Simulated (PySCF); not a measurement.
Bonds (- single, = double, # triple, : aromatic): C1=C2, C2-C3, C3-C4, C4-C5. C1 carries H6, H7; C2 carries H8; C3 carries H9, H10; C4 carries H11, H12; C5 carries H13, H14, H15. H6 is cis to C3; H7 is trans to C3.

GIAO shifts from PySCF 2.14 on PBE0-D3(BJ)/def2-TZVP geometries (one conformer, non-relativistic, equivalent nuclei averaged), against TMS at the same level and in the same medium; PCM means IEF-PCM chloroform.

Measured (solution, not stated per compound (mostly CDCl3 or CCl4); Pretsch, Buehlmann, Badertscher, Structure Determination of Organic Compounds, 4th ed. (2009)): C3 36.2, C4 22.4, C5 13.6, H9/H10 2.02, H11/H12 1.43, H13/H14/H15 0.91 ppm.

**Question.** Which unscaled values do B97-2/pcSseg-2, gas; WP04/pcSseg-2, PCM; wB97X-D/pcSseg-2, PCM give, and how close are they?

**Answer.** 
```tsv
atoms	measured	B97-2/pcSseg-2, gas	WP04/pcSseg-2, PCM	wB97X-D/pcSseg-2, PCM
C3	36.2	43.8	43.8	43.5
C4	22.4	29.6	31.4	29.3
C5	13.6	17.7	18.8	17.4
H9/H10	2.02	2.06	2.03	2.06
H11/H12	1.43	1.36	1.32	1.33
H13/H14/H15	0.91	1.00	0.98	0.99
```

Mean absolute error for ¹³C: B97-2/pcSseg-2, gas 6.3, WP04/pcSseg-2, PCM 7.3, wB97X-D/pcSseg-2, PCM 6.0 ppm.

Mean absolute error for ¹H: B97-2/pcSseg-2, gas 0.07, WP04/pcSseg-2, PCM 0.06, wB97X-D/pcSseg-2, PCM 0.07 ppm.
